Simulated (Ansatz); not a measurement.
A made-up structure of CH5NSi, singlet:

C1  (-0.337, 0.577, 0.823)
N2  (-0.624, 0.334, -0.622)
Si3  (0.558, -0.772, 0.228)
H4  (-1.593, 0.082, -0.817)
H5  (-0.243, 1.003, -1.292)
H6  (0.083, 1.520, 1.061)
H7  (1.996, -0.632, -0.102)
H8  (0.217, -2.096, 0.790)
(Å)

It is relaxed with PBE-D4/def2-SVP and then PBE0-D4/def2-TZVP (Ansatz 0.2.0). Atoms count as bonded within 1.22 times the sum of their covalent radii (H–H: 0.88 Å). The end point is not checked to be a true minimum.

Problem. Does its bonding change? (Judge from chemistry; the calculation decides.)

Solution. Computed: No: no bond forms or breaks.

Where it ends: The first stage lowers the energy by 0.66 eV in 7 steps. It ends as CH₅NSi ([CH]1[NH2][SiH2]1):
```
8
angstrom
C -0.4013 0.6422 0.9244
N -0.5427 0.3225 -0.5749
Si 0.6070 -0.7167 0.4256
H -1.4692 0.0270 -0.8499
H -0.1315 0.9284 -1.2823
H -0.0781 1.6618 1.1062
H 1.8659 -0.7315 -0.3831
H 0.2076 -2.1173 0.7040
```

Labels in which every atom is bracketed show which atoms are joined, not bond orders.

For scale, one of the runs: PBE0-D4/def2-TZVP relaxation, 129 basis functions, launched by `ansatz run in.yaml --threads 2 --pin off --events-out ev --progress --plain --max-ram 4352MiB`. The run took about 35 s on 2 CPU threads of an Arm Neoverse N1 (shared host).
